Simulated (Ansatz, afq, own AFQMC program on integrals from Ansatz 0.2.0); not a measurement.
AlSiH$_{2}$, quartet in cc-pVDZ, levels against CCSDT(Q)

```xyz
4

Si    0.0000    0.0000    1.7219
Al    0.0000    0.0000   -1.6171
H     0.0000    1.4055   -2.3457
H     0.0000   -1.4055   -2.3457
```

Connectivity, by distances: Si ··· AlH2.

Basis cc-pVDZ. Only valence electrons are correlated. Integrals, coupled cluster, full CI and functionals: Ansatz 0.2.0; the random walks run on the same integrals in our own AFQMC program. ph-AFQMC/CISD is guided by a CISD state made of CCSD amplitudes; releasing the constraint for a short imaginary time cuts its bias at the price of noise, slowly where states lie close. Error bars are statistical, one sigma.

Determinant: UHF, the one that the program's search chose, which needn't be the lowest solution. The geometry is a point of a scan.

No full CI on the walks' own integrals is used here; CCSDT(Q) serves as the reference and is uncertain by about the last step of the cluster series.

Cautions: lower spins were not checked.

The T1 diagnostic is 0.0255. The weight of the determinant in the CISD state is 0.875, the ⟨S²⟩ of the determinant is 3.766 and the size of the correlated space is 9 electrons in 36 orbitals.

Reference: CCSDT(Q), correlation energy -4.128 eV. The released energy is read at 2.40 1/Eh (meV from the phaseless value at times in 1/Eh: -4 ± 11 at 0.24, -3 ± 9 at 0.51, -14 ± 8 at 0.99, 7 ± 12 at 1.62, 9 ± 16 at 2.40).

```tsv
level	E − E(reference) (mEh)	share of correlation (%)
HF	151.71	0.00
MP2	42.67	71.87
CCSD	4.97	96.72
CCSD(T)	1.62	98.93
CCSDT	0.23	99.85
ph-AFQMC/HF	2.01 ± 1.50	98.68
ph-AFQMC/CISD	-0.19 ± 0.33	100.13
released AFQMC	0.15 ± 0.60	99.90
```

A walk keeps the symmetry of its determinant, which the program's search chose and which needn't be the lowest solution, so a lower state of the same spin and another symmetry isn't excluded. Released energies are given only where the last usable release times agree within the noise; a slower fall can still hide under it.
